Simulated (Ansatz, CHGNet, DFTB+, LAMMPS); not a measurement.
# Ladder of methods for the lattice parameter a of bcc Cs

Reference value: 6.039 Å (measured, low-temperature or extrapolated to 0 K; zero-point anharmonic expansion removed; as tabulated in Csonka et al. (2009), arXiv:0903.4037).

```csv
level (code),value (Å)
Lennard-Jones uff-vdw (LAMMPS),4.972
GFN1-xTB as cut by DFTB+,6.158
CHGNet 0.3.0,6.016
LDA (Ansatz),5.766
PBE (Ansatz),6.162
r²SCAN+SOC (Ansatz),[?]
B3LYP (VWN-RPA form) (Ansatz),[?]
```

Some entries are withheld; supply them.


- r²SCAN+SOC (Ansatz, an electronic-structure program), value (Å): 6.271
- B3LYP (VWN-RPA form) (Ansatz), value (Å): 6.311

Errors against the reference: Lennard-Jones uff-vdw -17.7 %, GFN1-xTB as cut by DFTB+ +1.97 %, CHGNet 0.3.0 -0.38 %, LDA -4.52 %, PBE +2.04 %, r²SCAN+SOC +3.84 %, B3LYP (VWN-RPA form) +4.50 %.

Leaving aside Lennard-Jones uff-vdw (doubt noted below): Closest of the ranked levels: CHGNet 0.3.0 (-0.38 %). Once the reference is moved by up to 0.10 % (a margin picked here for doubts on the reference and the settings) and values within 0.10 % count as equal, the farthest can be LDA (-4.52 %) or B3LYP (VWN-RPA form) (+4.50 %). Of the ranked levels only CHGNet 0.3.0 lands within 1 %.

Lennard-Jones uff-vdw: the cell moved over 20 % in volume from its start. Lennard-Jones uff-vdw: this is a force field's van der Waals term alone, without bonds or charges. Lennard-Jones uff-vdw: pair potentials favour close packing, so symmetry can be all that holds this lattice. GFN1-xTB as cut by DFTB+: the method was fitted mainly to molecules. GFN1-xTB as cut by DFTB+: codes differ in how they cut the long-range tail of xTB's charge interaction in a crystal, so the value belongs to this code. Cutoffs and k meshes differ between the levels. Ansatz's density-functional and Hartree–Fock values are scalar-relativistic unless marked +SOC, with PAW data made under PBE.

Machine-learned potentials (CHGNet 0.3.0) are trained on DFT data: a solid inside that data is no test of them.

Differences are worked out from the printed values.
